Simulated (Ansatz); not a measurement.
# BSiH₆ (doublet): wave-function methods side by side at distance B1–H4 along a hydrogen transfer = 1.249 Å, cc-pVDZ

Aim: climb from Hartree-Fock through coupled cluster and multireference methods for BSiH₆ (doublet) at one geometry and basis, and see what each rung misses.

Program: Ansatz 0.2.0, Gaussian basis. Level of theory: cc-pVDZ, core rule «outside noble gas», up to 6 orbitals frozen. These are calculated values, not measurements.

The runs, in order: UHF; CCSD(T) on ROHF; CCSD(T) on UHF; BCCD(T) on ROHF; CISD; CCSDT(Q) on ROHF; CCSDT(Q) on UHF; CASSCF and MRCISD+Q, 3 electrons in 3 orbitals; CASSCF and NEVPT2, 3 electrons in 3 orbitals; CASSCF and MRCISD+Q, 9 electrons in 9 orbitals; CASSCF and NEVPT4(SD), 9 electrons in 9 orbitals; CASSCF and NEVPT2, 9 electrons in 9 orbitals.

### Step 1. The geometry

The geometry derives from fragments relaxed apart (PBE0/def2-TZVP) and kept rigid, so it is no stationary point. A hydrogen atom is moved between rigid fragments.

8 atoms, charge 0, spin multiplicity 2.

Atoms are counted from 1 here; the program's logs count them from 0.

Bond lengths: B1–H2 1.193 Å, B1–H3 1.193 Å, B1–H4 1.249 Å, Si5–H6 1.486 Å, Si5–H7 1.486 Å, Si5–H8 1.486 Å. Angles: H2–B1–H3 120.0°, H2–B1–H4 120.0°, H3–B1–H4 120.0°, H6–Si5–H7 111.3°, H6–Si5–H8 111.3°, H7–Si5–H8 111.3°.

### Step 2. UHF

in.yaml reads:

```yaml
crystal:
  periodic: [false, false, false]
  atoms:
    - {symbol: B, position_ang: [-2.123972, 0.000000, 0.000000]}
    - {symbol: H, position_ang: [-2.720705, 1.033572, 0.000000]}
    - {symbol: H, position_ang: [-2.720705, -1.033571, 0.000001]}
    - {symbol: H, position_ang: [-0.874972, 0.000000, 0.000000]}
    - {symbol: Si, position_ang: [0.899028, 0.000000, 0.000000]}
    - {symbol: H, position_ang: [1.349001, -1.416253, 0.000000]}
    - {symbol: H, position_ang: [1.349002, 0.708126, -1.226512]}
    - {symbol: H, position_ang: [1.349003, 0.708127, 1.226511]}
basis:
  gaussian: {orbitals: cc-pVDZ}
magnetization: {spin_polarized: true, initial_magnetization: 1}
hamiltonian: {xc: hf}
output: {orbitals: {seedname: orbitals}}
```

On the command line:

```sh
ansatz run in.yaml --threads 1 --pin off --events-out ev --progress --plain --max-ram 2816MiB --backend cpu
```

The runs that follow: CCSD(T) on ROHF; CCSD(T) on UHF; BCCD(T) on ROHF; CISD; CCSDT(Q) on ROHF; CCSDT(Q) on UHF; CASSCF and MRCISD+Q, 3 electrons in 3 orbitals; CASSCF and NEVPT2, 3 electrons in 3 orbitals; CASSCF and MRCISD+Q, 9 electrons in 9 orbitals; CASSCF and NEVPT4(SD), 9 electrons in 9 orbitals; CASSCF and NEVPT2, 9 electrons in 9 orbitals.

Before running them: what should the planned runs give, taken together? Wanted: UCCSDT(Q) below the RHF energy; RMP2 from UCCSDT(Q); UMP2 from UCCSDT(Q); RCCSD from UCCSDT(Q); RCCSD(T) from UCCSDT(Q); UCCSD(T) from UCCSDT(Q); RCCSDT(Q) from UCCSDT(Q); NEVPT2 frontier from UCCSDT(Q); NEVPT4(SD) frontier from UCCSDT(Q).

**Answer**, as computed:

| quantity | value |
| --- | --- |
| UCCSDT(Q) below the RHF energy | -7.0605 eV |
| RMP2 from UCCSDT(Q) | +1538.1 meV |
| UMP2 from UCCSDT(Q) | +1550.5 meV |
| RCCSD from UCCSDT(Q) | +170.8 meV |
| RCCSD(T) from UCCSDT(Q) | +34.6 meV |
| UCCSD(T) from UCCSDT(Q) | +35.1 meV |
| RCCSDT(Q) from UCCSDT(Q) | +0.3 meV |
| NEVPT2 frontier from UCCSDT(Q) | +1479.7 meV |
| NEVPT4(SD) frontier from UCCSDT(Q) | +189.4 meV |
| MRCISD+Q frontier from UCCSDT(Q) | +44.1 meV |
| levels within 1 kcal/mol (43 meV) | RCCSD(T), UCCSD(T), BCCD(T), RCCSDT, UCCSDT, RCCSDT(Q) |
| T1 diagnostic | 0.015 |

RCCSD(T) lands +34.6 meV from the yardstick (0.5 % of the correlation energy). Of the multireference levels listed MRCISD+Q frontier comes nearest in total energy (+44.1 meV), which doesn't show that its space is the better one. These misses are within one basis, not against nature; the frozen cores of restricted and unrestricted runs differ, which can shift their rows.
